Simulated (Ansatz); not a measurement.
Start from `C=C=CF` and change one atom or group to get `C=C=COC`.

Ansatz, PBE0-D4/def2-TZVP geometries, multiplicity 1. Each molecule was computed in one conformer, which needn't be the lowest.

```
                                          property  `C=C=CF`
                 HOMO energy (PBE/def2-TZVPP) / eV     -6.21
             HOMO energy (ωB97M-V/def2-TZVPP) / eV     -9.73
               HOMO–LUMO gap (PBE/def2-TZVPP) / eV      4.53
                HOMO energy (PBE0/def2-TZVPP) / eV     -7.49
             HOMO–LUMO gap (B3LYP/def2-TZVPP) / eV      6.38
size of the dipole moment (ωB97M-V/def2-TZVPP) / D      1.71
```

(1) Give the same properties after the change, and the shifts. (An estimate is asked.)

Results:

(1) Computed: 
```json
{"property": "HOMO energy (PBE/def2-TZVPP) / eV", "`C=C=COC`": "-5.30", "shift": "0.91"}
{"property": "HOMO energy (ωB97M-V/def2-TZVPP) / eV", "`C=C=COC`": "-8.75", "shift": "0.98"}
{"property": "HOMO–LUMO gap (PBE/def2-TZVPP) / eV", "`C=C=COC`": "4.12", "shift": "-0.41"}
{"property": "HOMO energy (PBE0/def2-TZVPP) / eV", "`C=C=COC`": "-6.52", "shift": "0.97"}
{"property": "HOMO–LUMO gap (B3LYP/def2-TZVPP) / eV", "`C=C=COC`": "5.92", "shift": "-0.46"}
{"property": "size of the dipole moment (ωB97M-V/def2-TZVPP) / D", "`C=C=COC`": "1.05", "shift": "-0.66"}
```

With PBE0 the HOMO rises by 0.97 eV and the LUMO rises by 0.49 eV, so the gap narrows by about 0.48 eV. PBE moves the HOMO by 0.91 eV and ωB97M-V by 0.98 eV. Dipoles are sizes alone; their direction can turn.

B3LYP here is the variant with VWN-RPA as its local correlation; programs differ in this.
